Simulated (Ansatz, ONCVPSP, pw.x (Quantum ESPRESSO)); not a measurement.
## What a changed setting does to a pw.x run (bcc W)

Potential: optimised norm-conserving Vanderbilt (ONCV), ONCVPSP 4.0.1.1 (patched build), PBE; core [Kr] 4d10 4f14, reference 5s2 5p6 5d4 6s2; waves: 5s+6s: rc 1.35 bohr, ncon 4, nbas 9, qcut 7.6 1/bohr, 2 projectors; 5p: rc 1.85 bohr, ncon 4, nbas 8, qcut 8 1/bohr, 3 projectors, debl 1.6 Ha; 5d: rc 2.20 bohr, ncon 4, nbas 8, qcut 8.3 1/bohr, 2 projectors, debl 3 Ha; local part: polynomial inside 1.00 bohr (lpopt 3, dvloc0 4 Ha); core correction: polynomial model core, fcfact 0.4.

The reference run (k-mesh 14³, cutoffs 85/340 Ry, Fermi–Dirac 0.01 Ry, mixing_beta 0.4, conv_thr 1e-9, no spin) gives -3.34 GPa at 16.130 Å³/atom, where all-electron LAPW gives 0.30 GPa. This run, with its own iteration cap, changes diagonalization to paro.

```
&control
  calculation='scf', prefix='x', pseudo_dir='./', outdir='./tmp', tstress=.true., disk_io='none'
/
&system
  ibrav=0, nat=1, ntyp=1, ecutwfc=85, ecutrho=340, nbnd=15,
  occupations='smearing', smearing='fd', degauss=0.01
/
&electrons
  conv_thr=1e-09, mixing_beta=0.4, electron_maxstep=60, diagonalization='paro'
/
ATOMIC_SPECIES
W 1.0 W.UPF
CELL_PARAMETERS angstrom
  -1.59168867 1.59168867 1.59168867
  1.59168867 -1.59168867 1.59168867
  1.59168867 1.59168867 -1.59168867
ATOMIC_POSITIONS crystal
W 0.0000 0.0000 0.0000
K_POINTS automatic
14 14 14 0 0 0
```

```bash
pw.x < W.scf.in > W.scf.out
```

Task: How does the run end?

Result: It converges in 7 iterations; the free energy moves by +0.0 meV/atom and the pressure by -0.01 GPa. The result is that of the reference run.

```
Message from routine setup:
     using ibrav=0 with symmetry is DISCOURAGED, use correct ibrav instead
     lattice parameter (alat)  =       5.2098  a.u.
     unit-cell volume          =     108.8506 (a.u.)^3
     number of electrons       =        14.00
     number of Kohn-Sham states=           15
     kinetic-energy cutoff     =      85.0000  Ry
     charge density cutoff     =     340.0000  Ry
     scf convergence threshold =      1.0E-09
     Exchange-correlation= PBE
     number of k points=   104  Fermi-Dirac smearing, width (Ry)=  0.0100
     iteration #  1     ecut=    85.00 Ry     beta= 0.40
     total energy              =    -163.09001290 Ry
     estimated scf accuracy    <       0.04067069 Ry
     iteration #  2     ecut=    85.00 Ry     beta= 0.40
     total energy              =    -163.09083378 Ry
     estimated scf accuracy    <       0.00629397 Ry
     iteration #  3     ecut=    85.00 Ry     beta= 0.40
     total energy              =    -163.09153142 Ry
     estimated scf accuracy    <       0.00040604 Ry
     iteration #  4     ecut=    85.00 Ry     beta= 0.40
     total energy              =    -163.09154627 Ry
     estimated scf accuracy    <       0.00000314 Ry
     iteration #  5     ecut=    85.00 Ry     beta= 0.40
     total energy              =    -163.09154714 Ry
     estimated scf accuracy    <       0.00000125 Ry
     iteration #  6     ecut=    85.00 Ry     beta= 0.40
     total energy              =    -163.09154741 Ry
     estimated scf accuracy    <       0.00000002 Ry
     iteration #  7     ecut=    85.00 Ry     beta= 0.40
     the Fermi energy is    22.0524 ev
!    total energy              =    -163.09154741 Ry
     estimated scf accuracy    <          3.6E-10 Ry
     smearing contrib. (-TS)   =      -0.00245690 Ry
     The total energy is F=E-TS. E is the sum of the following terms:
     one-electron contribution =     -15.85796481 Ry
     hartree contribution      =      16.39809525 Ry
     xc contribution           =     -45.05807987 Ry
     ewald contribution        =    -118.57114108 Ry
     convergence has been achieved in   7 iterations
          total   stress  (Ry/bohr**3)                   (kbar)     P=      -33.45
     Message from routine punch:
     Nothing written, as per user request (disk_io='none')
```

The run took about 57 s on one core of a shared host (Neoverse-N1, 64 threads, 124 GiB, load 51).
